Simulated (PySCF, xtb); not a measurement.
hydrogen cyanide (CHN), SMILES C#N.

GFN2-xTB (xtb) at its own geometry gives an orbital gap of 5.95 eV and a dipole moment of 2.62 D.

Geometry optimised at ωB97X-D3(BJ)/def2-TZVPD.

**Question.** What does PBE/def2-TZVPD (PySCF) give? (Estimate from the structure and the level; the computed values follow.)

**Answer.** gap 8.09 eV (levels -9.06 and -0.97 eV), dipole 2.95 D.
